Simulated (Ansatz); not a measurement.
Basis-set extrapolation for C4H5N, SMILES `C=C1CC1=N` (PBE0-D4/def2-TZVP geometry, frozen core, the Gaussian-basis code of Ansatz). Multiplicity 1, RHF reference.

```csv
,def2-TZVPP,def2-QZVPP
HF,-208.797639,-208.806605
MP2 correlation,-0.833173,-0.887110
CCSD(T) correlation,-0.903781,not run
```

Energies in hartree. Use E(X) = E(∞) + A·exp(−7.88·√X) for Hartree–Fock and E(X) = E(∞) + B·X^(−2.97) for correlation, with X = 3 and 4, and add CCSD(T) minus MP2 of the smaller set to the MP2 limit.

What is the CCSD(T) energy at the basis-set limit?

HF limit: -208.806605 + (-0.008966) × 0.13774 = -208.80784. MP2 limit: -0.887110 + (-0.053937) × 0.74074 = -0.92706. Higher-order term: -0.903781 − (-0.833173) = -0.07061. Total: -209.80551 hartree, 2.83 eV below CCSD(T)/def2-TZVPP.
